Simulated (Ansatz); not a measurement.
A calculation on zinc-blende BAs returned lattice constant a 4.833 Å, bulk modulus 126 GPa, cohesive energy 4.26 eV/atom.

For reference: lattice constant a 4.777 Å (measured, room temperature, no zero-point or thermal correction; as tabulated in Lucero et al. (2012), arXiv:1111.4515); bulk modulus 142 GPa (measured, temperature not stated, not corrected to a static lattice; as tabulated in PMC11618452 (zinc blende boron arsenide), quoting Tian et al.).

Problem. Which level of theory produced these numbers?
A) LDA (Ansatz (a program for electronic structure))
B) revPBE (Ansatz)
C) HSE06 (Ansatz)
D) PBE0 (Ansatz)

Solution. B, revPBE (Ansatz)

The others give: PBE0 4.770 Å, 147 GPa, 4.60 eV/atom; LDA 4.732 Å, 147 GPa, 5.61 eV/atom; HSE06 4.772 Å, 146 GPa, 4.60 eV/atom.

Unless a cell is named, each level is at its own relaxed cell (HSE06 13.58, LDA 13.25, PBE0 13.57, revPBE 14.11 Å³/atom).

Ansatz's density-functional and Hartree–Fock values are scalar-relativistic unless marked +SOC, with PAW data made under PBE.
